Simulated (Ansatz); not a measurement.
CH5SSi, SMILES `C[SiH2][S]` radical, 8 atoms. Total charge 0; spin multiplicity 2. All runs use 2 threads of a server CPU on a shared host. Correlated methods freeze the cores. Open-shell runs search over several starts.

How many basis functions does each run have, and how long does it take in Ansatz? UKS PBE0-D4/def2-TZVP relaxation (5 steps); UKS PBE0-D4/def2-QZVPP energy; UHF-MP2/def2-QZVPP energy; UHF-CCSD(T)/def2-TZVPP energy; UKS PBE0-D4/def2-SVP energy; UKS PBE0-D4/def2-TZVP frequencies; UKS CAM-B3LYP-D4/def2-TZVPP energy; UHF-CCSD(T)/def2-SVP energy; direct RPA on PBE orbitals/def2-TZVPP energy; UKS SPW92/def2-TZVPP energy; UKS PBE0-D4/def2-TZVPP energy; UKS ωB97M-V/def2-SVP energy. (An estimate is asked.)

Computed: Other jobs shared the machine, so times are rough.

```
                                level                   job  functions  wall time  peak host memory (GiB)
                 UKS PBE0-D4/def2-SVP                energy         75      5.5 s                    0.21
                 UKS SPW92/def2-TZVPP                energy        185      6.5 s                    0.44
                 UHF-CCSD(T)/def2-SVP                energy         75      6.5 s                    0.35
               UKS PBE0-D4/def2-TZVPP                energy        185       16 s                    0.68
          UKS CAM-B3LYP-D4/def2-TZVPP                energy        185       16 s                    0.74
                 UKS ωB97M-V/def2-SVP                energy         75       18 s                    0.37
direct RPA on PBE orbitals/def2-TZVPP                energy        185       19 s                     0.5
               UKS PBE0-D4/def2-QZVPP                energy        347       45 s                     1.6
                UKS PBE0-D4/def2-TZVP  relaxation (5 steps)        135       54 s                    0.48
                   UHF-MP2/def2-QZVPP                energy        347       72 s                     1.5
               UHF-CCSD(T)/def2-TZVPP                energy        185      120 s                     4.3
                UKS PBE0-D4/def2-TZVP           frequencies        135    3.2 min                    0.48
```
